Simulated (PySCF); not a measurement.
## cis-1,2-difluoroethene: full NMR table

```yaml
Formula: C2H2F2
SMILES: F/C=C\F
InChI: InChI=1S/C2H2F2/c3-1-2-4/h1-2H/b2-1-
Point_group_of_the_computed_structure: C2v
Degrees_of_unsaturation: 1
Carbon_signals: 1
Proton_signals: 1
```

Molfile (atoms numbered from 1):
```
C2H2F2
     RDKit          3D

  6  5  0  0  0  0  0  0  0  0999 V2000
   -1.3845    1.0507    0.1650 F   0  0  0  0  0  0  0  0  0  0  0  0
   -0.6469   -0.0614    0.1355 C   0  0  0  0  0  0  0  0  0  0  0  0
    0.6492   -0.0746   -0.1198 C   0  0  0  0  0  0  0  0  0  0  0  0
    1.3653    1.0219   -0.3775 F   0  0  0  0  0  0  0  0  0  0  0  0
   -1.2151   -0.9547    0.3423 H   0  0  0  0  0  0  0  0  0  0  0  0
    1.2352   -0.9798   -0.1408 H   0  0  0  0  0  0  0  0  0  0  0  0
  1  2  1  0
  2  3  2  0
  3  4  1  0
  2  5  1  0
  3  6  1  0
M  END
```

[PySCF: spin–spin couplings from B3LYP/pcJ-1; shieldings: GIAO PBE0/pcSseg-1; structure optimised with GFN2-xTB; one conformer; rapidly exchanging positions averaged; no relativistic terms; gas phase]

Scale: ¹H, ¹³C against TMS; CFCl3 for ¹⁹F (reference shieldings calculated alike).

```tsv
carbon	δC, type	δH (multiplicity, J in Hz)	HMBC from (abs. J ≥ 3 Hz)	span of the C tensor (ppm)
C2/C3	145.6, CH	6.46 (m)	H5/H6	129
```

Other nuclei:
```json
{"atoms": "F1/F4", "nucleus": "¹⁹F", "environment": "vinylic fluorine", "δ (ppm)": "-165.2", "σ (ppm)": "336.1"}
```

Selected couplings (Hz, signed; the shortest-range and largest first, 30 at most; isotopes ¹⁹F, ¹³C, ¹H): ¹J(F1,C2) -330.7, ¹J(C2,H5) 206.8, ²J(F1,H5) 76.2, ²J(F1,C3) 5.7, ³J(F1,H6) 17.8.

Carbon types of the structure: 2 × CH, which accounts for all hydrogens. δC 145.6: alkene CH; the olefinic region. δH 6.46: hydrogen on an alkene CH; olefinic region.

Common functionals overestimate the size of one-bond C–F couplings by tens of Hz; these are unscaled. Multiplet labels drop couplings under 1 Hz and merge nearly equal ones. Couplings among chemically equivalent protons are left out too, so labels in AA′BB′ or AA′XX′ sets are apparent multiplicities. Shifts are as computed. Against solution values, carbons near 30 ppm lie about +3 ppm off and those near 130 ppm about +5 ppm. Of 1211 compounds with measured shifts, 218 miss one by over three times the rms of a fit or turn the order of signals round; such compounds aren't used in these exercises. Unscaled 19F shifts against computed CFCl3 carry errors that often reach 10 to 50 ppm.
